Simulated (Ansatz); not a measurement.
System: N$_{2}$ (charge 0, singlet). SMILES: N#N
Coordinates optimised at B3LYP-D3(BJ)/def2-TZVP (Ansatz, an electronic-structure program):
```xyz
2

N      0.0000     0.0000    -0.5454
N      0.0000     0.0000     0.5454
```

Wanted: atomisation energy, in kcal/mol. Set-up: no spin-orbit coupling; open shells spin-unrestricted; atomisation electronic, to ground-state atoms; 6-31G* and kin with 6d, 5d where marked; valence correlation only; non-relativistic. Basis-set limits of correlation are two-point, X^-3; Hartree-Fock from the larger set (for Q and 5 zeta extrapolated as (X+1)exp(-9√X)). Ab initio and DFT rows: single points at B3LYP-D3(BJ) geometries (Ansatz).

```
species  coefficient  E at MP2/6-31G* (Ansatz), Eh  E at B3LYP/def2-TZVPD (Ansatz), Eh
-------  -----------  ----------------------------  ----------------------------------
N#N               -1                    -109.25131                          -109.57380
N atom            +2                     -54.45701                           -54.60405
```

Coupled cluster (Ansatz) is a level with limits of its own, used here on species with T1 under 0.025 (0.045 for open shells) and stable references: CCSD(T)/CBS(cc-pVQZ,cc-pV5Z). Value to compare with, CCSD(T)/CBS(cc-pVQZ,cc-pV5Z) (Ansatz): 227.0 kcal/mol. 1 Eh = 627.5095 kcal/mol.

Task: Work the quantity out at each level, and compare with CCSD(T)/CBS(cc-pVQZ,cc-pV5Z) (Ansatz).

Result: 
- MP2/6-31G*: the sum of coefficient times E is 0.33729 Eh, or 211.65 kcal/mol. Result: 211.7 kcal/mol. Its difference against CCSD(T)/CBS(cc-pVQZ,cc-pV5Z) (Ansatz) is -15.3 kcal/mol.
- B3LYP/def2-TZVPD: the sum of coefficient times E is 0.36570 Eh, or 229.48 kcal/mol. Result: 229.5 kcal/mol. Its difference against CCSD(T)/CBS(cc-pVQZ,cc-pV5Z) (Ansatz) is 2.5 kcal/mol.
